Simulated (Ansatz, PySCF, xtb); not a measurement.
Bonds broken one at a time in the series Ga F-OH. All species are isolated molecules in the gas phase. One relaxed conformer stands for each flexible species; it need not be the lowest. Strings in code marks are SMILES.

Quantity: homolytic bond dissociation enthalpy at 298 K (no spin–orbit term), in eV. Thermal and zero-point terms are GFN2-xTB rigid-rotor harmonic values (xtb).

Level 1: PBE-D3(BJ)/def2-TZVP // B3LYP-D3(BJ)/def2-TZVP (PySCF)
Level 2: B3LYP/3-21G // B3LYP-D3(BJ)/def2-TZVP (PySCF)
Level 3: PBE/6-31G* // B3LYP-D3(BJ)/def2-TZVP (PySCF)
Level 4: HF/cc-pVTZ // B3LYP-D3(BJ)/def2-TZVP (Ansatz, a program for electronic structure)

| species | level 2 | level 3 | level 4 |
|---|---|---|---|
| Ga–F bond of `[OH][Ga]([F])[F]` (H–O–Ga–F torsion 0°), giving `[F]` and `[OH][Ga][F]` (H–O–Ga–F torsion 180°) | 5.72 | 5.33 | 3.81 |
| F–Ga bond of `[F][Ga]([F])[F]`, giving `[F]` and `[F][Ga][F]` | 5.72 | 5.27 | 3.68 |
| O–Ga bond of `[OH][Ga]([OH])[OH]`, giving `[OH]` and `[OH][Ga][OH]` (H–O–Ga–O torsion 0°, O–Ga–O–H torsion 180°) | 4.94 | 4.24 | 3.08 |

Problem. What does level 1 give for each?

Solution. 
- Ga–F bond of `[OH][Ga]([F])[F]` (H–O–Ga–F torsion 0°), giving `[F]` and `[OH][Ga][F]` (H–O–Ga–F torsion 180°): 5.35
- F–Ga bond of `[F][Ga]([F])[F]`, giving `[F]` and `[F][Ga][F]`: 5.27
- O–Ga bond of `[OH][Ga]([OH])[OH]`, giving `[OH]` and `[OH][Ga][OH]` (H–O–Ga–O torsion 0°, O–Ga–O–H torsion 180°): 4.37
